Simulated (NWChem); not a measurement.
## Basis-set convergence for methane (CH$_{4}$)

```xyz
5

C      0.0000     0.0000     0.0000
H      0.0000     0.9030     0.6385
H      0.0000    -0.9030     0.6385
H     -0.9030     0.0000    -0.6385
H      0.9030     0.0000    -0.6385
```
Charge 0, spin multiplicity 1.

The numbers come from NWChem runs, not from measurements. All single points use one geometry, from PBE/def2-SVP, a minimum by its harmonic frequencies.

Quantity: first vertical ionisation energy at the level G0W0@PBE.

GW and range-separated runs recompute their integrals, the others keep them in memory, which bears on the times.

```tsv
basis	functions	first vertical ionisation energy (eV)
def2-SVP	34	13.52
def2-TZVPD	73	13.59
def2-TZVPP	87	13.72
def2-QZVP	177	13.81
```

Smallest basis within 0.1 eV of def2-QZVP, the largest set run: def2-TZVPP, with 87 functions against 177 and about 10 % of the time. def2-QZVP isn't the basis-set limit itself, and a small set can land close by cancellation.
